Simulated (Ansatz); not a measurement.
## C₂H₄N₂O, SMILES N#COCN: harmonic frequencies at the relaxed geometry

Program: Ansatz's Python interface.

The script, `freq_c2h4n2o.py`:
```python
"""Harmonic frequencies of C2H4N2O at its relaxed geometry."""

import itertools

import ansatz as az
from ase import Atoms
from ase.data import atomic_numbers, covalent_radii
from ase.thermochemistry import IdealGasThermo
import numpy as np

GEOMETRY = """
N    -2.44650   -0.90070    1.41890
C    -1.74520   -0.25770    0.76240
O    -0.90120    0.42760    0.01310
C     0.44260   -0.24820    0.01980
N     1.32850    0.47430   -0.79780
H     0.25210   -1.24740   -0.40400
H     0.78790   -0.34950    1.04760
H     1.43340    1.44150   -0.40640
H     0.93680    0.61380   -1.67090
"""


def main() -> None:
    molecule = az.Crystal.molecule()
    for line in GEOMETRY.strip().splitlines():
        symbol, *xyz = line.split()
        molecule = molecule.atom(symbol, [float(v) for v in xyz])

    job = (
        molecule.calculation()
        .basis(gaussian="def2-SVP")
        .functional("cam_b3lyp")
    )
    symbols = [site.symbol for site in molecule.cartesian_sites]
    start = np.array([site.position_ang for site in molecule.cartesian_sites], dtype=float)
    summary = job.relax(force_tolerance=0.003).run().report
    end = np.array(summary["positions_ang"])

    # pairs closer than 1.2 times the sum of covalent radii, before or after
    radius = [covalent_radii[atomic_numbers[s]] for s in symbols]
    span = lambda where, i, j: np.linalg.norm(where[i] - where[j])
    bonded = [(i, j) for i, j in itertools.combinations(range(len(symbols)), 2) if min(span(start, i, j), span(end, i, j)) < 1.2 * (radius[i] + radius[j])]
    print("pair        before    after (A)")
    for i, j in bonded:
        print(f"{symbols[i]}{i}-{symbols[j]}{j}".ljust(10), f"{span(start, i, j):8.4f} {span(end, i, j):8.4f}")

    # frequencies need a stationary point, so they are taken at the relaxed geometry
    minimum = az.Crystal.molecule()
    for symbol, place in zip(symbols, end):
        minimum = minimum.atom(symbol, place.tolist())
    vibrating = (
        minimum.calculation()
        .basis(gaussian="def2-SVP")
        .functional("cam_b3lyp")
        .phonons(temperatures=(200, 600, 100))
    )
    vib = vibrating.run().report["vibrations"]
    sums = vib["harmonic_sums"]
    modes = [m["omega_inv_cm"] for m in sums["modes_at_gamma"] if m["rigid_motion"] == "no"]
    for number, w in enumerate(modes, start=1):
        print(f"mode {number:2d} {w:9.1f} 1/cm {w / 8065.544 * 1000:8.2f} meV")
    print("imaginary modes:", sum(w < 0 for w in modes), " zero-point energy:", round(sums["zero_point_energy_ev"], 4), "eV")
    # rigid rotor and ideal gas, symmetry number taken as one
    gas = IdealGasThermo(vib_energies=[w / 8065.544 for w in modes if w > 0], geometry="linear" if len(modes) == 3 * len(symbols) - 5 else "nonlinear",
                         atoms=Atoms(symbols, positions=end), symmetrynumber=1, spin=0.0)
    print(f"H(298 K) - E = {gas.get_enthalpy(298.15, verbose=False):.4f} eV")
    print(f"S(298 K, 1 bar) = {96485.33 * gas.get_entropy(298.15, 1e5, verbose=False):.1f} J/(mol K) with symmetry number 1")


if __name__ == "__main__":
    main()
```

```console
$ python freq_c2h4n2o.py
pair        before    after (A)
N0-C1        1.1560   1.1583
C1-O2        1.3204   1.2814
O2-C3        1.5042   1.4914
C3-N4        1.4055   1.3892
C3-H5        1.1020   1.0993
C3-H6        1.0890   1.0994
N4-H7        1.0487   1.0157
N4-H8        0.9671   1.0157
mode  1      55.7 1/cm     6.90 meV
mode  2     171.6 1/cm    21.27 meV
mode  3     409.2 1/cm    50.74 meV
mode  4     443.7 1/cm    55.01 meV
mode  5     526.3 1/cm    65.25 meV
mode  6     580.2 1/cm    71.93 meV
mode  7     715.0 1/cm    88.65 meV
mode  8     851.0 1/cm   105.51 meV
mode  9     924.8 1/cm   114.66 meV
mode 10    1186.5 1/cm   147.10 meV
mode 11    1243.4 1/cm   154.16 meV
mode 12    1257.1 1/cm   155.86 meV
mode 13    1372.3 1/cm   170.15 meV
mode 14    1414.4 1/cm   175.36 meV
mode 15    1501.1 1/cm   186.12 meV
mode 16    1653.1 1/cm   204.96 meV
mode 17    2433.9 1/cm   301.76 meV
mode 18    3092.6 1/cm   383.44 meV
mode 19    3165.7 1/cm   392.49 meV
mode 20    3573.8 1/cm   443.09 meV
mode 21    3665.4 1/cm   454.45 meV
imaginary modes: 0  zero-point energy: 1.8744 eV
H(298 K) - E = 2.0497 eV
S(298 K, 1 bar) = 310.6 J/(mol K) with symmetry number 1
```

What to keep in mind:
- The frequencies are harmonic and unscaled, in a modest basis. The result belongs to the one conformer reached from this start, and soft torsions count as harmonic oscillators.
- The entropy takes a symmetry number of 1; a symmetric molecule's is lower by R ln(sigma).
- The whole script took 3 min on 1 thread of Arm Neoverse V1 (shared host), peak memory 0.32 GiB.

(Lines on the test bed's own set-up are left out of the output.)
